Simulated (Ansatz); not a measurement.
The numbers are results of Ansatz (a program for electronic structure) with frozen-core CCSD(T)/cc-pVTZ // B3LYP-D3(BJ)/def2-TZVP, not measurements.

Ansatz 0.2 input:
```yaml
crystal:
  periodic: [false, false, false]
  atoms:
    - { symbol: Si, position_ang: [-0.001013, 0.000299, 0.341337] }
    - { symbol: H, position_ang: [-0.64826, 1.253372, -0.116774] }
    - { symbol: H, position_ang: [1.410147, -0.065157, -0.109583] }
    - { symbol: H, position_ang: [-0.760923, -1.188534, -0.11495] }
basis:
  gaussian: { orbitals: cc-pVTZ }
correlation:
  method: ccsd_t
magnetization:
  spin_polarized: true
  initial_magnetization: 1
```

Output:

```
Functional definition: HF
429 factors; integrals over basis functions are off by at most 8.0e-4 eV
mean field evaluation 1: about -7907.9930 eV, gradient 7.2e0 eV
mean field evaluation 2: about -7907.9964 eV, gradient 7.2e0 eV
mean field evaluation 4: about -7908.7184 eV, gradient 6.2e-1 eV
mean field evaluation 8: about -7908.7269 eV, gradient 1.8e-3 eV
mean field evaluation 16: about -7908.7269 eV, gradient 5.8e-6 eV
mean field -7908.72690590 eV, -290.6403530641 hartree, gradient 5.8e-6 eV, S^2 0.754959; 0 other end points of the search recorded, 0 dependent functions left out
5 core orbitals not correlated
reference -7908.72690590 eV, -290.6403530641 hartree; 4, 3 occupied and 67, 68 virtual orbitals, 429 factors
second order -3.17003890 eV of doubles, -0.00000000 eV of singles
cycle   1  -3.67799606 eV  change   -5.1e-1 eV  update   5.4e-2
cycle   2  -3.87513748 eV  change   -2.0e-1 eV  update   2.1e-2
cycle   3  -3.88265592 eV  change   -7.5e-3 eV  update   5.8e-3
cycle   4  -3.88209068 eV  change    5.7e-4 eV  update   1.9e-3
cycle   5  -3.88169425 eV  change    4.0e-4 eV  update   7.5e-4
cycle   6  -3.88177664 eV  change   -8.2e-5 eV  update   2.5e-4
cycle   7  -3.88186203 eV  change   -8.5e-5 eV  update   7.5e-5
cycle   8  -3.88186263 eV  change   -6.0e-7 eV  update   2.2e-5
cycle   9  -3.88185615 eV  change    6.5e-6 eV  update   6.8e-6
perturbative correction -0.09523757 eV, -0.0034999163 hartree
Total energy: -7912.70399962 eV, -290.7865085627 hartree
```

Cost: very roughly 4 core-seconds.
